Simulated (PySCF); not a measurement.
**The electron affinity along the second row**

Calculated with PySCF 2.14 from differences of total energies of unrestricted determinants, without spin-orbit coupling. Values in eV. The last column holds reference values (measured affinities from photodetachment; the arrow runs from anion to atom). Unmarked ones compare directly (S terms, centres of terms, or small fine structure); those marked * lie between the lowest fine-structure levels and include a spin-orbit shift.

```tsv
element	configurations	PBE	PBE0	r2SCAN	MP2 (valence and next inner shell)	SCS-MP2 (valence and next inner shell)	CCSD (valence)	reference
Li (x2c-TZVPPall with one added diffuse shell each of s, p type, spin-free X2C)	[He] 2s2 → [He] 2s1	0.502	0.488	0.443	0.281	0.362	0.582	0.618
B (x2c-TZVPPall with one added diffuse shell each of s, p, d type, spin-free X2C)	[He] 2s2 2p2 → [He] 2s2 2p1	0.589	0.458	0.569	0.189	0.044	0.150	0.280
C (x2c-TZVPPall with one added diffuse shell each of s, p, d type, spin-free X2C)	[He] 2s2 2p3 → [He] 2s2 2p2	1.572	1.406	1.482	1.243	0.955	1.126	1.262
O (x2c-TZVPPall with one added diffuse shell each of s, p, d type, spin-free X2C)	[He] 2s2 2p5 → [He] 2s2 2p4	1.748	1.367	1.489	1.357	1.314	1.126	1.461
F (x2c-TZVPPall with one added diffuse shell each of s, p, d type, spin-free X2C)	[Ne] → [He] 2s2 2p5	3.638	3.226	3.294	3.585	3.394	3.097	3.401
```

```tsv
method	elements	mean error (eV)	mean absolute error (eV)	largest error (eV)
PBE	5	0.205	0.252	0.310
PBE0	5	-0.015	0.144	0.178
r2SCAN	5	0.051	0.164	0.289
MP2 (valence and next inner shell)	5	-0.074	0.147	-0.337
SCS-MP2 (valence and next inner shell)	5	-0.191	0.191	-0.307
CCSD (valence)	5	-0.188	0.188	-0.335
```

The highest occupied level of the anion is positive for Li⁻ at PBE, PBE0, r2SCAN; B⁻ at PBE, PBE0, r2SCAN; C⁻ at PBE, PBE0, r2SCAN; O⁻ at PBE, PBE0, r2SCAN; F⁻ at PBE, r2SCAN, so there the basis helps to hold the electron.

Errors include the incompleteness of the basis and the frozen core.

"Valence" correlates the outer s and p shells and, in groups 3 to 12 and the f block, the outer d or f shell, open or full, or the next shell where the ion has no valence electron left; the wider scheme adds the next inner shell.
